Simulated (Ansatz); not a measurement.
Input file:

```yaml
crystal:
  periodic: [false, false, false]
  atoms:
    - {symbol: Al, position_ang: [0.000000, -0.030615, -1.185514]}
    - {symbol: Al, position_ang: [0.000000, -0.030615, 1.359586]}
    - {symbol: H, position_ang: [0.000000, 3.088059, -2.758703]}
    - {symbol: H, position_ang: [0.000000, -1.449015, -1.901014]}
basis:
  gaussian: {orbitals: 6-31G}
magnetization: {spin_polarized: false, initial_magnetization: 2}
correlation: {method: sc_nevpt2, electrons: outside_noble_gas, active_space: {window: {electrons: 4, orbitals: 4}}}
```

```sh
$ ansatz run in.yaml --threads 1 --pin off --events-out ev --progress --plain --max-ram 2393MiB
```

Log:

```
341 factors; integrals over basis functions are off by at most 2.0e-4 eV
mean field evaluation 1: about -13188.0494 eV, gradient 9.5e0 eV
mean field evaluation 2: about -13188.0526 eV, gradient 9.5e0 eV
mean field evaluation 4: about -13190.4237 eV, gradient 3.6e0 eV
mean field evaluation 8: about -13191.3984 eV, gradient 1.3e0 eV
mean field evaluation 16: about -13191.4376 eV, gradient 2.6e-5 eV
mean field evaluation 32: about -13191.4862 eV, gradient 2.5e-1 eV
mean field evaluation 64: about -13186.4010 eV, gradient 1.9e1 eV
mean field evaluation 96: about -13189.6810 eV, gradient 1.3e-1 eV
mean field evaluation 128: about -13191.4917 eV, gradient 8.8e-2 eV
mean field evaluation 160: about -13191.4725 eV, gradient 7.9e-1 eV
mean field evaluation 192: about -13191.4375 eV, gradient 4.3e-2 eV
mean field -13191.49289556 eV, -484.7784223967 hartree, gradient 2.0e-6 eV, S^2 2.000000; 11 other end points of the search recorded, 0 dependent functions left out
reference -13191.49289556 eV, -484.7784223967 hartree; 15, 13 occupied and 15, 17 virtual orbitals, 341 factors
state -13192.04195453 eV, -484.7985999418 hartree
state -13192.04195453 eV, -484.7985999418 hartree; corrected -13193.23195663 eV, -484.8423317123 hartree
state -13192.02783569 eV, -484.7980810839 hartree
state -13192.02783569 eV, -484.7980810839 hartree; corrected -13193.35126737 eV, -484.8467163012 hartree
state -13192.02783569 eV, -484.7980810839 hartree; corrected -13193.35126737 eV, -484.8467163012 hartree
the orbitals are reached from a further start. From the first start the search ends at -13192.04195150 eV, -484.7985998303 hartree
WARN: the results are in doubt because another end's mean lies 0.014 eV lower, and its corrected mean 0.119 eV higher
Total energy: -13193.35126737 eV, -484.8467163012 hartree
In doubt: another end's mean lies 0.014 eV lower, and its corrected mean 0.119 eV higher
```

Natural occupations: 1.8108 1.0005 1.0000 0.1887.

Ran on 1 thread of Intel Xeon 6975P-C, shared host: 1.6 s wall, 0.16 GiB peak host memory.
